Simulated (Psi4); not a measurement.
# HNO2 (nitrous acid) at FNO-CCSD/jun-cc-pVDZ (density fitting)

Aim: the energy difference between two shapes of HNO2 (nitrous acid) at FNO-CCSD/jun-cc-pVDZ (density fitting), from 2 runs. 

Program for the calculation: Psi4 1.11.

7 further runs of the same task are left out: 2 that didn't finish, 5 set aside as unsound or not needed.

### Step 1. The system as given

HNO2: 4 atoms, total charge 0, spin state singlet. As SMILES, `O=NO`. The shape is that of a GFN2-xTB optimisation.

Bond lengths: O1–N2 1.181 Å, N2–O3 1.392 Å, O3–H4 0.968 Å. Angles: O1–N2–O3 113.7°, N2–O3–H4 106.9°.

### Step 2. The energy at FNO-CCSD/jun-cc-pVDZ (density fitting)

Input file hno2.py:

```python
import psi4

psi4.set_memory('1600 MB')
psi4.set_num_threads(1)
psi4.core.set_output_file('hno2.out', False)

molecule = psi4.geometry("""
0 1
O      0.424700     0.045690     1.471310
N      0.319310    -0.411420     0.387280
O     -0.357270     0.415910    -0.505360
H     -0.386730    -0.050180    -1.353230
units angstrom
""")

psi4.set_options({
    'reference': 'rhf',
    'freeze_core': True,
})

energy_value, wavefunction = psi4.energy("fno-ccsd/jun-cc-pVDZ", molecule=molecule, return_wfn=True)
print(f'total energy {energy_value:.8f} hartree = {energy_value * 27.211386:.5f} eV')
for k, v in sorted(psi4.core.scalar_variables().items()):
    print(f'{k:45s} {v:18.10f}')
```

Run with:

```console
$ python hno2.py
```

hno2.out:

```text
[...]
  Running in c1 symmetry.
[...]
  Nuclear repulsion =   69.815417064955625
[...]
  Multiplicity = 1
[...]
  Nalpha       = 12
  Nbeta        = 12
[...]
    Number of basis functions: 59
[...]
   @RHF iter   1:  -204.57705481860256   -7.07176e-01   7.85987e-03 ADIIS/DIIS
[...]
   @RHF iter  13:  -204.66811946700994   -4.86011e-12   5.30244e-09 DIIS
[...]
    Orbital Energies [Eh]
    ---------------------
    Doubly Occupied:
       1A    -20.669498     2A    -20.656042     3A    -15.802195
       4A     -1.610539     5A     -1.422373     6A     -0.959767
       7A     -0.796083     8A     -0.734631     9A     -0.688286
      10A     -0.624704    11A     -0.531170    12A     -0.460490
[...]
  @RHF Final Energy:  -204.66811946700994
   => Energetics <=
    Nuclear Repulsion Energy =             69.8154170649556249
    One-Electron Energy =                -419.0555222959256980
    Two-Electron Energy =                 144.5719857639601287
    Total Energy =                       -204.6681194670099444
[...]
 Multipole Moments:
 ------------------------------------------------------------------------------------
     Multipole            Electronic (a.u.)      Nuclear  (a.u.)        Total (a.u.)
 ------------------------------------------------------------------------------------
 L = 1.  Multiply by 2.5417464519 to convert [e a0] to [Debye]
 Dipole X            :          0.3811404           -0.4668098           -0.0856694
 Dipole Y            :         -0.3358426           -0.0751991           -0.4110417
 Dipole Z            :          0.7127399           -1.6570138           -0.9442739
 Magnitude           :                                                    1.0334156
[...]
      * MP2 total energy:                   -205.221162928191
[...]
      * MP2 total energy:                   -205.221162928191
[...]
      * MP3 total energy:                   -205.213326213355
[...]
      * CCSD total energy:                  -205.226696708808
[...]
```

Wall time 5.7 s (1 thread of Intel Xeon Platinum 8488C (Sapphire Rapids), shared host); peak memory 0.3 GiB.

### Step 3. The distorted shape

Input file hno2.xyz:

```xyz
4
HNO2
O      0.411069     0.044641     1.477170
N      0.306249    -0.404437     0.385794
O     -0.359169     0.417087    -0.481552
H     -0.432076    -0.052589    -1.365106
```

Input file job.py:

```python
import psi4

psi4.set_memory(1600000000)
psi4.set_num_threads(1)
psi4.set_output_file('psi4.out', False)

with open('hno2.xyz') as f:
    atoms = ''.join(f.readlines()[2:])
geom = psi4.geometry('0 1\n' + atoms + '')

psi4.set_options({
    'reference': 'rhf',
    'freeze_core': True,
})

e = psi4.energy("fno-ccsd/jun-cc-pVDZ")
print(f'fno-ccsd/jun-cc-pVDZ energy: {e:.10f} Eh')
for k, v in sorted(psi4.core.scalar_variables().items()):
    print(f'{k:45s} {v:18.10f}')
```

Run with:

```console
$ python job.py
```

psi4.out:

```text
[...]
  Running in c1 symmetry.
[...]
  Nuclear repulsion =   70.090798588971481
[...]
  Multiplicity = 1
[...]
  Nalpha       = 12
  Nbeta        = 12
[...]
    Number of basis functions: 59
[...]
   @RHF iter   1:  -204.57590912857523   -6.90695e-01   7.78563e-03 DIIS/ADIIS
[...]
   @RHF iter  14:  -204.66659396739854   -1.56319e-12   7.35826e-09 DIIS
[...]
    Orbital Energies [Eh]
    ---------------------
    Doubly Occupied:
       1A    -20.662296     2A    -20.662196     3A    -15.798142
       4A     -1.609408     5A     -1.421830     6A     -0.957061
       7A     -0.794404     8A     -0.734214     9A     -0.690556
      10A     -0.616271    11A     -0.528183    12A     -0.459609
[...]
  @RHF Final Energy:  -204.66659396739854
   => Energetics <=
    Nuclear Repulsion Energy =             70.0907985889714809
    One-Electron Energy =                -419.6464474295837590
    Two-Electron Energy =                 144.8890548732137233
    Total Energy =                       -204.6665939673985406
[...]
 Multipole Moments:
 ------------------------------------------------------------------------------------
     Multipole            Electronic (a.u.)      Nuclear  (a.u.)        Total (a.u.)
 ------------------------------------------------------------------------------------
 L = 1.  Multiply by 2.5417464519 to convert [e a0] to [Debye]
 Dipole X            :          0.3534032           -0.4997749           -0.1463717
 Dipole Y            :         -0.3155966           -0.0794338           -0.3950303
 Dipole Z            :          0.6394356           -1.6768746           -1.0374391
 Magnitude           :                                                    1.1197113
[...]
      * MP2 total energy:                   -205.219446963930
[...]
      * MP2 total energy:                   -205.219446963930
[...]
      * MP3 total energy:                   -205.211691039948
[...]
      * CCSD total energy:                  -205.224993820462
[...]
```

It took 6.6 s on 1 thread of Intel Xeon Platinum 8488C (Sapphire Rapids), shared host; peak memory 0.3 GiB.

### Step 4. Results

Level: FNO-CCSD/jun-cc-pVDZ (density fitting), 3 core orbitals frozen.

| quantity | value |
| --- | --- |
| first shape: total energy | -205.22670 Eh |
| first shape: HOMO energy (Hartree–Fock orbitals) | -12.53 eV |
| first shape: LUMO energy (Hartree–Fock orbitals) | 2.18 eV |
| first shape: HOMO–LUMO gap (Hartree–Fock orbitals) | 14.71 eV |
| first shape: correlation energy (3 core orbitals frozen) | -558.6 mEh |
| first shape: T1 diagnostic | 0.022 |
| distorted shape: total energy | -205.22499 Eh |
| distorted shape: HOMO energy (Hartree–Fock orbitals) | -12.51 eV |
| distorted shape: LUMO energy (Hartree–Fock orbitals) | 2.27 eV |
| distorted shape: HOMO–LUMO gap (Hartree–Fock orbitals) | 14.78 eV |
| distorted shape: correlation energy (3 core orbitals frozen) | -558.4 mEh |
| distorted shape: T1 diagnostic | 0.022 |
| energy change with the atoms displaced | 0.046 eV |

**Reading.** With the atoms displaced the energy rises by 0.05 eV (4.5 kJ/mol). The first shape isn't relaxed at this level, so the change isn't measured from a minimum. The T1 diagnostic (first shape) of 0.022 is above the customary mark for such species, so a single reference may not serve. The T1 diagnostic (distorted shape) of 0.022 is above the customary mark for such species, so a single reference may not serve.
